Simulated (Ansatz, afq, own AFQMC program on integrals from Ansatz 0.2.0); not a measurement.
# VNH2⁺, sextet: AFQMC among the cluster methods

```xyz
4

V     0.0000    0.0000    0.5412
N     0.0000    0.0000   -1.6448
H     0.0000    0.8259   -2.2485
H     0.0000   -0.8259   -2.2485
```

Connectivity, by distances: V–NH2.

Basis def2-SVP. Only valence electrons are correlated. AFQMC by an in-house program on the Cholesky factors that Ansatz 0.2.0 writes for its CCSD(T) run. The CISD trial takes its coefficients from CCSD amplitudes. Released means that phaseless walkers are propagated on without the constraint, phases kept. Error bars are statistical, one sigma. The metal's outer-core s and p shells are frozen, which shifts wave-function levels against functionals.

Determinant: UHF, the one that the program's search chose, which needn't be the lowest solution. The geometry is a PBE0/def2-TZVP stationary point of this or a neighbouring charge and spin state.

No full CI on the walks' own integrals is used here; CCSDT(Q) serves as the reference and is uncertain by about the last step of the cluster series.

Cautions: no relativity below Rb; outer-core shells of the metal frozen; another spin lies lower; strong correlation (T1 0.060, weight of the determinant 0.86, largest double 0.04); the released energies move by 1.5 errors or more from one time to the next, so no released level is given (meV from the phaseless value at times in 1/Eh: -10 ± 3 at 0.60, -9 ± 5 at 1.20, -8 ± 6 at 2.00, -21 ± 7 at 3.00, -34 ± 39 at 4.20), though the last usable value meets CCSDT(Q) within the noise.

The T1 diagnostic is 0.0601. The weight of the determinant in the CISD state is 0.863 and the ⟨S²⟩ of the determinant is 8.759. The size of the correlated space is 11 electrons in 45 orbitals.

```csv
level,correlation energy (eV)
MP2,-4.5377
CCSD,-5.2851
CCSD(T),-5.3810
```

Problem. Estimate where phaseless AFQMC with a CISD trial lies against CCSD(T) on the same integrals.

Solution. 10.6 ± 3.8 meV below CCSD(T).

Reference: CCSDT(Q), correlation energy -5.405 eV.

| level | E − E(reference) (meV) | share of correlation (%) |
| --- | --- | --- |
| CCSD(T) | 24.4 | 99.55 |
| CCSDT | 7.0 | 99.87 |
| ph-AFQMC/HF | 86.7 ± 26.8 | 98.40 |
| ph-AFQMC/CISD | 13.8 ± 3.8 | 99.74 |

A walk keeps the symmetry of its determinant, which the program's search chose and which needn't be the lowest solution, so a lower state of the same spin and another symmetry isn't excluded.
